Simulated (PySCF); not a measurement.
**NS₂⁺, triplet: data card**

Level of theory: PySCF, UPBE, basis N def2-TZVP, S def2-TZVP (no relativity, density fitting).

The structure is a minimum.

| Item | Value |
| --- | --- |
| Point group | Cs |
| Bond lengths | N–S 1.532 Å, S–S 2.000 Å |
| Bond angles | N–S–S 116.6° |
| Rotational symmetry number | 1 |
| Heat capacity Cp at 298.15 K | 47.7 J/(mol K) |
| Enthalpy at 298.15 K above 0 K | 11.90 kJ/mol |
| Highest occupied level (β) | -14.02 eV |
| Zero-point energy | 10.4 kJ/mol |
| Spin squared ⟨S²⟩ | 2.010 |
| Principal polarisabilities | 22.2, 28.7, 63.3 bohr³ |
| Dipole moment about the centre of mass | 1.52 D |
| Principal quadrupole moments (Buckingham, traceless) about the centre of mass | -4.92, -2.52, 7.44 D Å |
| Lowest empty level (β) | -13.32 eV |
| Entropy at 298.15 K and 1 bar (electronic part: spin only) | 281.1 J/(mol K) |
| Rotational constants | 1.285, 0.1605, 0.1427 cm⁻¹ |

Harmonic modes (masses in u: N 14.003, S 31.972):
```csv
symmetry,ω (cm⁻¹),IR (km/mol)
a',272,6.5
a',447,4.5
a',1016,16.5
```

Charges (e):
```
atom  Mulliken  Löwdin  polar tensor  spin (Mulliken)  Mayer order to N1
  N1      0.06   -0.09          0.16             0.88                  –
  S2      0.53    0.64          0.46             0.05               1.98
  S3      0.41    0.45          0.38             1.07               0.44
```
Other Mayer orders above 0.3: S–S 1.45.

Mulliken populations on N1: s 3.88, p 3.01, d 0.05, f 0.00.

Outer orbital energies (eV). α occupied: -27.17, -22.11, -18.33, -17.39, -17.23, -15.07, -14.51, -14.47; empty: -11.51, -8.77, -7.16, -2.84. β occupied: -26.22, -21.31, -17.50, -17.21, -16.39, -14.02; empty: -13.32, -12.67, -11.14, -8.00.

This need not be the most stable arrangement of these atoms. At this level a singlet minimum of C∞v symmetry lies 50 kJ/mol below this structure.

The final relaxation and frequency run took 42 s on 2 threads of a shared Arm Neoverse V1 host, with 105 basis functions and 13 gradients; the process peaked at 0.87 GiB. Launch command: `OMP_NUM_THREADS=2 python axn.py task.json out`.
